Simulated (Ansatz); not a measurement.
Reaction (SMILES): C=[C]Cl → [C-](=C)Cl (an electron is taken up)
B3LYP-D3(BJ)/def2-TZVP geometries, fixed; electronic energies without zero-point terms; positive where energy is released.

How fast the adiabatic electron affinity converges with the basis for several methods (Ansatz, a program for electronic structure): deviation from each method's own reference, in eV. References: B3LYP 1.673 eV, the value in aug-pcseg-3; HF 0.384 eV, the value in aug-pcseg-3; MP2 2.025 eV, Hartree-Fock in aug-cc-pV(Q+d)Z plus the correlation part extrapolated as X^-3 from aug-cc-pV(T+d)Z and aug-cc-pV(Q+d)Z; PBE 1.549 eV, the value in aug-pcseg-3; r2SCAN 1.430 eV, the value in aug-pcseg-3. Cartesian d functions, on some or all atoms, in 6-31G*, 6-31G**; all else is spherical. In correlated methods cores are frozen. An unrestricted Hartree-Fock determinant is markedly spin-contaminated. Open shells are unrestricted. No added dispersion term, no relativity. 

```csv
basis,functions,B3LYP,HF,MP2,PBE,r2SCAN
pcseg-0,35,0.146,0.540,-0.507,0.141,0.366
6-31G*,53,-0.528,-0.337,-1.073,-0.561,-0.420
6-31G**,59,-0.528,-0.338,-1.046,-0.560,-0.418
def2-TZVP,111,-0.152,-0.080,-0.333,-0.184,-0.118
pcseg-2,122,-0.065,-0.013,-0.369,-0.090,-0.043
cc-pV(Q+d)Z,234,-0.104,-0.055,-0.179,-0.128,-0.084
pcseg-3,250,-0.016,-0.006,-0.129,-0.024,-0.013
aug-cc-pV(Q+d)Z,341,0.004,0.006,-0.041,0.003,0.005
```

Mean absolute deviation over def2-TZVP, pcseg-2: HF 0.047, r2SCAN 0.081, B3LYP 0.109, PBE 0.137, MP2 0.351 eV.
